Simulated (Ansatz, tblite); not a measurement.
**SiClH3 (SiH₃Cl): spin states and exact exchange**

Is the singlet the ground state of SiClH3 (SiH₃Cl)? Other spin states are computed and compared level by level.

Computed with Ansatz 0.2.0, Gaussian basis. Level: as each input shows.

The runs, in order: triplet, at the geometry of the singlet (GFN1-xTB, GFN2-xTB, PBE0-D4/def2-TZVP, PBE-D4/def2-TZVP, r2SCAN-D4/def2-TZVP); the singlet's energies come from earlier runs.

## (1) The geometry

The geometry is that of the singlet, from an earlier relaxation (r2SCAN-D4/def2-TZVP).

5 atoms, charge 0, spin multiplicity 1.

Bond lengths: Si1–Cl2 2.056 Å, Si1–H3 1.479 Å, Si1–H4 1.479 Å, Si1–H5 1.480 Å. Angles: Cl2–Si1–H3 108.6°, Cl2–Si1–H4 108.6°, Cl2–Si1–H5 108.6°, H3–Si1–H4 110.3°, H3–Si1–H5 110.3°, H4–Si1–H5 110.3°.

## (2) Triplet at the fixed geometry, GFN1-xTB

Tight binding, by tblite at 300 K electronic temperature and without a spin-polarisation term:

```python
tblite.interface.Calculator('GFN1-xTB', numbers, positions, charge=0, uhf=2).singlepoint()
```

Energy -205.0682 eV; 0.002 s.

## (3) Triplet at the fixed geometry, GFN2-xTB

Tight binding, by tblite at 300 K electronic temperature and without a spin-polarisation term:

```python
tblite.interface.Calculator('GFN2-xTB', numbers, positions, charge=0, uhf=2).singlepoint()
```

Energy -207.5395 eV; 0.002 s.

## (4) Triplet at the fixed geometry, PBE0-D4/def2-TZVP

Input file in.yaml:

```yaml
crystal:
  periodic: [false, false, false]
  atoms:
    - {symbol: Si, position_ang: [-0.000836, 0.001355, -0.127976]}
    - {symbol: Cl, position_ang: [0.012849, -0.020286, 1.927808]}
    - {symbol: H, position_ang: [1.398116, 0.011221, -0.609226]}
    - {symbol: H, position_ang: [-0.709233, 1.218089, -0.582484]}
    - {symbol: H, position_ang: [-0.700887, -1.210389, -0.608131]}
basis:
  gaussian: {orbitals: def2-TZVP}
magnetization: {spin_polarized: true, initial_magnetization: 2}
hamiltonian: {xc: pbe0, dispersion: d4}
scf: {omitted_lower_state_checks: [starts]}
output: {orbitals: {seedname: orbitals}}
```

Command:

```sh
$ ansatz run in.yaml --threads 2 --pin off --events-out ev --progress --plain --max-ram 4352MiB
```

The log of the run:

```text
Functional definition: PBE0
  name "PBE0"
  cite "Adamo & Barone, J. Chem. Phys. 110, 6158 (1999) doi:10.1063/1.478522"
  cite "Perdew, Burke & Ernzerhof, Phys. Rev. Lett. 77, 3865 (1996) doi:10.1103/PhysRevLett.77.3865"
  parent pbe
  parameter a = 0.25
  parameter kappa = 0.804
  parameter beta = 0.06672455060314922
  exchange = (1 - a)*pbe_x(kappa = kappa, mu = beta*pi^2/3) + a*exact_x
  correlation = pbe_c(beta = beta)
these checks for a lower state are left out or cut short: starts
668 factors; their error is unknown
mean field evaluation 1: about -20434.6587 eV, gradient 1.3e1 eV
mean field evaluation 2: about -20431.5700 eV, gradient 2.5e1 eV
mean field evaluation 4: about -20436.2089 eV, gradient 1.0e0 eV
mean field evaluation 8: about -20436.2170 eV, gradient 1.5e-1 eV
mean field evaluation 16: about -20436.2882 eV, gradient 8.3e-4 eV
mean field -20436.28822659 eV, -751.0197401136 hartree, gradient 2.8e-6 eV, S^2 2.006074; 0 other end points of the search recorded, 0 dependent functions left out
reference -20436.28825589 eV, -751.0197411903 hartree; 18, 16 occupied and 74, 76 virtual orbitals, 668 factors
Total energy: -20436.35055424 eV, -751.0220306124 hartree
Checks for a lower state left out: starts
```

Wall time 2.9 s (2 threads of Arm Neoverse V2, shared host).

HOMO -2.39 eV, LUMO -7.51 eV (over both spins; with the spin held, an empty level of the minority spin lies below the top filled one); ⟨S²⟩ 2.006 (pure: 2.00).

## (5) Triplet at the fixed geometry, PBE-D4/def2-TZVP

start.molden holds the orbitals of an earlier run on this state, given as this run's starting guess.

in.yaml: that of step 4 with these lines changed.

```diff
@@ -9,5 +9,5 @@
 basis:
-  gaussian: {orbitals: def2-TZVP}
+  gaussian: {orbitals: def2-TZVP, initial_orbitals: start.molden}
 magnetization: {spin_polarized: true, initial_magnetization: 2}
-hamiltonian: {xc: pbe0, dispersion: d4}
+hamiltonian: {xc: pbe, dispersion: d4}
 scf: {omitted_lower_state_checks: [starts]}
```

Same command.

The log of the run:

```text
Functional definition: PBE
  name "PBE"
  cite "Perdew, Burke & Ernzerhof, Phys. Rev. Lett. 77, 3865 (1996) doi:10.1103/PhysRevLett.77.3865"
  parent pbe
  parameter kappa = 0.804
  parameter beta = 0.06672455060314922
  exchange = pbe_x(kappa = kappa, mu = beta*pi^2/3)
  correlation = pbe_c(beta = beta)
these checks for a lower state are left out or cut short: starts
640 factors; their error is unknown
mean field evaluation 1: about -20434.7541 eV, gradient 7.1e0 eV
mean field evaluation 2: about -20434.8194 eV, gradient 1.4e-1 eV
mean field evaluation 4: about -20434.8122 eV, gradient 3.3e-3 eV
mean field evaluation 8: about -20434.8122 eV, gradient 2.4e-5 eV
mean field -20434.81224071 eV, -750.9654986330 hartree, gradient 4.9e-6 eV, S^2 2.002407; 0 other end points of the search recorded, 0 dependent functions left out
reference -20434.81227967 eV, -750.9655000648 hartree; 18, 16 occupied and 74, 76 virtual orbitals, 640 factors
Total energy: -20434.88721170 eV, -750.9682537660 hartree
Checks for a lower state left out: starts
```

Wall time 2.1 s (2 threads of Arm Neoverse V2, shared host).

Report: HOMO -1.67 eV, LUMO -8.15 eV (over both spins; with the spin held, an empty level of the minority spin lies below the top filled one); ⟨S²⟩ 2.002 (pure: 2.00).

## (6) Triplet at the fixed geometry, r2SCAN-D4/def2-TZVP

in.yaml: that of step 5 with these lines changed.

```diff
@@ -11,3 +11,3 @@
 magnetization: {spin_polarized: true, initial_magnetization: 2}
-hamiltonian: {xc: pbe, dispersion: d4}
+hamiltonian: {xc: r2scan, dispersion: d4}
 scf: {omitted_lower_state_checks: [starts]}
```

The command is unchanged.

The log of the run (excerpt; [...] marks lines left out):

```text
Functional definition: r2SCAN
  name "r2SCAN"
  cite "Furness, Kaplan, Ning, Perdew & Sun, J. Phys. Chem. Lett. 11, 8208 (2020) doi:10.1021/acs.jpclett.0c02405"
  cite "Furness, Kaplan, Ning, Perdew & Sun, J. Phys. Chem. Lett. 11, 9248 (2020) doi:10.1021/acs.jpclett.0c03077"
  parent r2scan
[...]
640 factors; their error is unknown
[...]
mean field -20442.34038600 eV, -751.2421528695 hartree, gradient 5.7e-6 eV, S^2 2.006482; 0 other end points of the search recorded, 0 dependent functions left out
reference -20442.34039954 eV, -751.2421533669 hartree; 18, 16 occupied and 74, 76 virtual orbitals, 640 factors
Total energy: -20442.35668153 eV, -751.2427517191 hartree
Checks for a lower state left out: starts
```

Wall time 4.8 s (2 threads of Arm Neoverse V2, shared host).

Report: HOMO -1.75 eV, LUMO -8.20 eV (over both spins; with the spin held, an empty level of the minority spin lies below the top filled one); ⟨S²⟩ 2.006 (pure: 2.00).

## (7) Triplet less singlet, vertical

The singlet's energies are those of its earlier runs, whose logs aren't repeated here.

| level | triplet less singlet, vertical (eV) | time |
| --- | --- | --- |
| GFN1-xTB | +7.273 | 0.005 s |
| GFN2-xTB | +6.217 | 0.004 s |
| PBE-D4/def2-TZVP | +6.597 | 2.8 s |
| r2SCAN-D4/def2-TZVP | +6.917 | 6 s |
| PBE0-D4/def2-TZVP | +7.046 | 3.7 s |

Times add the two runs; a level without a time comes out of a correlated run. Tight binding without a spin term can't rank spin states.

## (8) Outcome

| quantity | value |
| --- | --- |
| triplet less singlet, vertical, functionals in def2-TZVP | +6.597 (PBE-D4) to +7.046 eV (PBE0-D4) |

In words: All functionals put the triplet above the singlet, over a spread of 0.449 eV. The checks for a lower triplet were left out, so another state of that spin may lie lower. These are electronic energies, without zero-point motion, entropy or surroundings.
